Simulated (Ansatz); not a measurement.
# PH₄+ (singlet): wave-function methods side by side, 6-31G

An exercise on one series of results from a longer session: the logs are not shown, and one member is left open.

Computed with Ansatz 0.2.0, Gaussian basis. Level: 6-31G, core rule «outside noble gas», up to 5 orbitals frozen.

The runs, in order: UHF; CCSD(T) on RHF; BCCD(T) on RHF; CISD; CCSDT(Q) on RHF; CISDTQ; CCSDTQ on RHF; CASSCF and MRCISD+Q, 8 electrons in 8 orbitals; CASSCF and NEVPT4(SD), 8 electrons in 8 orbitals; CASSCF and NEVPT2, 8 electrons in 8 orbitals; Full CI.

22 further runs of the same task are left out: 9 that didn't finish, 13 set aside as unsound or not needed.

## The system

The geometry is a PBE0/def2-TZVP stationary point (not a proven minimum) of the parent state, kept for this charge and spin.

5 atoms, charge 1, spin multiplicity 1.

Atoms are counted from 1 here; the program's logs count them from 0.

Bond lengths: P1–H2 1.519 Å, P1–H3 1.410 Å, P1–H4 1.410 Å, P1–H5 1.519 Å. Angles: H2–P1–H3 92.8°, H2–P1–H4 92.8°, H2–P1–H5 171.2°, H3–P1–H4 99.8°, H3–P1–H5 92.8°, H4–P1–H5 92.8°.

The first run:

File in.yaml:

```yaml
crystal:
  periodic: [false, false, false]
  atoms:
    - {symbol: P, position_ang: [0.045627, 0.000000, 0.000000]}
    - {symbol: H, position_ang: [0.161577, 0.000000, -1.514668]}
    - {symbol: H, position_ang: [-0.862630, 1.078238, 0.000000]}
    - {symbol: H, position_ang: [-0.862630, -1.078238, 0.000000]}
    - {symbol: H, position_ang: [0.161577, 0.000000, 1.514668]}
basis:
  gaussian: {orbitals: 6-31G}
total_charge: 1
magnetization: {spin_polarized: true, initial_magnetization: 0}
hamiltonian: {xc: hf}
output: {orbitals: {seedname: orbitals}}
```

The run is started by

```sh
ansatz run in.yaml --threads 1 --pin off --events-out ev --progress --plain --max-ram 2393MiB
```

Steps of the session up to this table: UHF; CCSD(T) on RHF; BCCD(T) on RHF; CISD; CCSDT(Q) on RHF; CISDTQ; CCSDTQ on RHF; CASSCF and MRCISD+Q, 8 electrons in 8 orbitals; CASSCF and NEVPT4(SD), 8 electrons in 8 orbitals; CASSCF and NEVPT2, 8 electrons in 8 orbitals; Full CI.

One of the session's tables, all rows but one given; the rest of the session is left out.

| method | from FCI (kcal/mol) |
| --- | --- |
| RHF | +67.05 |
| RMP2 | ? |
| CISD | +4.16 |
| RCCSD | +0.90 |
| RCCSD(T) | +0.24 |
| BCCD(T) | +0.24 |
| RCCSDT | +0.05 |
| CISDTQ | +0.10 |
| RCCSDT(Q) | +0.01 |
| RCCSDTQ | 0.00 |
| CASSCF valence | +12.03 |
| NEVPT2 valence | +2.86 |
| NEVPT4(SD) valence | +0.41 |
| MRCISD valence | +0.25 |
| MRCISD+Q valence | +0.12 |
| FCI | 0 |

Q: Estimate the row for RMP2 from the others.

The run gave: from FCI (kcal/mol): +19.46. In the column «from FCI (kcal/mol)» it lies between CASSCF valence (+12.03) and RHF (+67.05).
